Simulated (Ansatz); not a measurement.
The same path of AlClFH$_{2}$ (5 atoms, charge 0, multiplicity 2) was run twice with different band settings. Lost on the way: Al1–Cl5.

Theory: Ansatz 0.2.0, UKS LDA/def2-SVP.

Relaxed end points:

```xyz
5
Properties=species:S:1:pos:R:3
Al -0.059 0.108 0.991
F -0.791 1.561 1.304
H 0.987 0.124 -0.332
H -0.603 -0.654 -0.414
Cl 0.467 -1.139 2.570
```

```xyz
5
Properties=species:S:1:pos:R:3
Al -0.028 0.149 -0.039
F 0.026 -0.136 1.613
H 1.239 0.895 -0.641
H -1.339 -0.366 -0.774
Cl 0.102 -0.542 3.961
```

Common settings: climbing image yes; spring 5.0 eV/Å²; optimiser quadratic models (default); start path through a guess of the saddle point; force threshold 0.05 eV/Å; iteration limit 60; end points relaxed.

| run | movable images |
| --- | --- |
| 1 | 5 |
| 2 | 3 |

Problem. What does each run give, and how far can it be trusted?

Solution. Run 1: converged after 18 iterations, highest image 2.224 eV above the first end. The highest image is an end point: on this band no image between the ends rises above it. A vibrational analysis next to that end finds imaginary modes (69i, 57i cm⁻¹), so it isn't a minimum.
Run 2: converged after 12 iterations, highest image 2.224 eV above the first end. The highest image is an end point: on this band no image between the ends rises above it. So few images can step over the top or miss a turn of the path.
